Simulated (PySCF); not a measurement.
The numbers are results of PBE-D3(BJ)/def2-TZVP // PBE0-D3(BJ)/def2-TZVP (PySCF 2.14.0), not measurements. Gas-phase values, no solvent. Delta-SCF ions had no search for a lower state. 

Reference species (SMILES): `C` (neutral, multiplicity 1).

| Property | Result |
|---|---|
| HOMO–LUMO gap | 10.36 eV |
| vertical ionisation energy (Delta-SCF) | 13.95 eV |
| HOMO | -9.44 eV |

Changed species: `N`.

**Question.** Give the shifts of the HOMO–LUMO gap, vertical ionisation energy (Delta-SCF) and HOMO.

**Answer.** the HOMO–LUMO gap drops by 4.16 eV, to 6.20 eV; the vertical ionisation energy (Delta-SCF) falls by 3.09 eV, to 10.86 eV; the HOMO rises by 3.49 eV, to -5.95 eV.
